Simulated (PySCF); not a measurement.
NaCl, SMILES [Na][Cl]. Coordinates come from a PBE0-D3(BJ)/def2-TZVPD optimisation.

Computed with PBE0-D3(BJ)/def2-TZVPD run with PySCF.

Harmonic wavenumbers (cm⁻¹): 361. Rotational constants (GHz): 6.496 (linear); symmetry number 1.

Task: Work out the zero-point energy and the ideal-gas rigid-rotor harmonic-oscillator thermochemistry at 298.15 K and 1 atm.

Result: ZPE = ½ Σ hcν = ½ × 361 cm⁻¹ = 0.52 kcal/mol. H − E(el) = 2.81 kcal/mol. Entropy in cal/(mol K): translation 38.12, rotation 15.63, vibration 1.12, total 54.86. G − E(el) = -13.55 kcal/mol. Cp = 8.51 cal/(mol K).
